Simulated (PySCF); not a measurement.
S₂: from constants to spectrum

UHF-CCSD(T) constants of S₂, triplet, unpaired electrons π ↑↑ (basis S def2-SVPD; no relativity; PySCF 2.14; masses 31.9721 and 31.9721 u):

* ωe: 687.2 cm⁻¹
* ωexe: 3.21 cm⁻¹
* Be: 0.28197 cm⁻¹
* αe: 0.00168 cm⁻¹
* D (centrifugal): 1.9e-07 cm⁻¹
* De to S + S: 3.58 eV

(1) Give the vibrational terms G(v) and spacings up to v = 6.

(2) How well does the Morse estimate ωe²/(4ωexe) reproduce De, and what is D0?

Measured values (Huber and Herzberg, Constants of Diatomic Molecules (1979)): ωe = 725.65 cm⁻¹, ωexe = 2.844 cm⁻¹, Be = 0.29547 cm⁻¹, αe = 0.00157 cm⁻¹.

Correlated steps freeze 10 core orbitals. Correlated levels converge slowly with the basis: in double zeta they bind strong bonds too weakly, by up to about 1 eV, and carry superposition errors of some tenths. The state was picked by a PBE0 search and need not be the measured ground state.

Answers

(1) G(v) = ωe(v+½) − ωexe(v+½)².

| v | G(v) (cm⁻¹) | G(v) − G(v−1) | Bv (cm⁻¹) |
| --- | --- | --- | --- |
| 0 | 342.8 |  | 0.2811 |
| 1 | 1023.6 | 680.8 | 0.2794 |
| 2 | 1697.9 | 674.4 | 0.2778 |
| 3 | 2365.9 | 667.9 | 0.2761 |
| 4 | 3027.4 | 661.5 | 0.2744 |
| 5 | 3682.5 | 655.1 | 0.2727 |
| 6 | 4331.2 | 648.7 | 0.2711 |

(2) It gives 4.56 eV, 127 % of the computed De. D0 = De − G(0) = 3.58 − 0.04 = 3.54 eV.
